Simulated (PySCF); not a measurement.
Bonding in `C=[N][AlH3-]`

Compound: CH₅AlN (charge -1).
Numbering: `[CH2:1]=[N:2][AlH3-:3]` (hydrogens: H4, H5 on C1; H6, H7, H8 on Al3)

Cartesian coordinates in Å at the PBE0-D3(BJ)/def2-SVP level; atoms count from 1:
```
atom  x, y, z in Å
C1     1.6312   -0.1388    0.2106
N2     0.7407    0.2853   -0.5617
Al3   -1.1281    0.2328   -0.1884
H4     1.4481   -0.6039    1.2184
H5     2.7259   -0.0908   -0.0430
H6    -1.6867    1.7765   -0.2061
H7    -1.8511   -0.6518   -1.3676
H8    -1.3691   -0.4598    1.2946
```

Bond orders from the PBE0/pcSseg-1 density (PySCF). Geometry: PBE0-D3(BJ)/def2-SVP; no solvent, vibrations or thermal averaging. The pcSseg-1 basis has no diffuse functions, a weakness for an anion.

**Question.** Where do the orders between heavy atoms depart from those drawn in the SMILES?

**Answer.** The largest departure is 0.290, at N2–Al3 (drawn single, 0.710). Drawn single, order below 0.88: N2–Al3 (0.710). The SMILES, with its formal charges, is one Lewis structure only.

**Question.** Give the Mayer order of every bond, beside its length.

**Answer.** 
```tsv
bond	drawn as	length (Å)	Mayer order
C1–N2	double	1.253	2.051
N2–Al3	single	1.906	0.710
C1–H4	single	1.125	0.896
C1–H5	single	1.125	0.911
Al3–H6	single	1.642	0.830
Al3–H7	single	1.642	0.830
Al3–H8	single	1.654	0.801
```

**Question.** Sum the orders of all bonds at each heavy atom with more than one neighbour and set the sums beside the valence in the SMILES.

**Answer.** C1 3.858 (drawn 4), N2 2.761 (drawn 3), Al3 3.171 (drawn 4). Orders between atoms that aren't bonded are not in these sums.

Mayer orders depend on the basis set.
